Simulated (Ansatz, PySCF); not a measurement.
System: CH$_{6}$Si, charge 0, singlet. CH6Si (methylsilane, SMILES C[SiH3]).
B3LYP-D3(BJ)/def2-TZVP minimum from Ansatz (a first-principles code):
```
Si
H 1 1.4834
H 1 1.4834 2 108.30
H 1 1.4834 2 108.30 3 -117.24
C 1 1.8761 2 110.62 4 -121.38
H 5 1.0915 1 110.87 2 60.00
H 5 1.0915 6 108.04 1 -121.68
H 5 1.0915 6 108.04 7 -116.65
```
Charge 0, spin multiplicity 1.

Total energies in hartree (Ansatz). Open shells are spin-unrestricted; no spin-orbit coupling. Correlated methods leave the cores frozen. No relativity. For partners of very few electrons the exact lower level stands in for a higher one.

```tsv
species	HF/cc-pV(T+d)Z	CCSD(T)/cc-pV(T+d)Z	HF/cc-pV(Q+d)Z	CCSD(T)/cc-pV(Q+d)Z	CCSDT(Q)/cc-pV(T+d)Z
1: CH6Si (SMILES [SiH3]C)	-330.32571	-330.69426	-330.33210	-330.71844	-330.69557
2: C (triplet)	-37.69157	-37.78076	-37.69331	-37.78654	-37.78126
3: Si (triplet)	-288.85649	-288.93344	-288.85845	-288.93781	-288.93426
4: H (doublet)	-0.49981	-0.49981	-0.49995	-0.49995	-0.49981
```

Question: Work out the enthalpy of formation at 298 K (by atomisation, with ideal-gas terms from PySCF's Hessian at B3LYP-D3(BJ)/def2-TZVP and the atoms' measured values of the G2/97 table; no spin-orbit terms) in kJ/mol: take Hartree-Fock from cc-pV(Q+d)Z, extrapolate the CCSD(T) correlation energy as X^-3 (X = 3, 4), and add CCSDT(Q) - CCSD(T) in cc-pV(T+d)Z. The further terms named in the bracket sum to +0.98918 hartree. 1 hartree = 2625.5 kJ/mol.

Answer: 
Species 1: correlation (64·(-0.38634) - 27·(-0.36855))/37 = -0.39932; step -0.00131; E1 = -330.33210 + (-0.39932) + (-0.00131) = -330.73273
Species 2: correlation (64·(-0.09323) - 27·(-0.08919))/37 = -0.09618; step -0.00050; E2 = -37.69331 + (-0.09618) + (-0.00050) = -37.78999
Species 3: correlation (64·(-0.07936) - 27·(-0.07695))/37 = -0.08112; step -0.00082; E3 = -288.85845 + (-0.08112) + (-0.00082) = -288.94039
Species 4: correlation (64·(0.00000) - 27·(0.00000))/37 = 0.00000; step +0.00000; E4 = -0.49995 + (0.00000) + (+0.00000) = -0.49995
+1·E1 -1·E2 -1·E3 -6·E4 +0.98918 = -0.01347 hartree = -35.4 kJ/mol. Measured: -7.0 kcal/mol, -29.3 kJ/mol (G2/97 table in ASE (Curtiss et al.)); atomic spin-orbit terms, which the calculations lack, would raise the computed values. The composite differs from it by -6.1 kJ/mol; core, relativistic and spin-orbit terms are not in it.
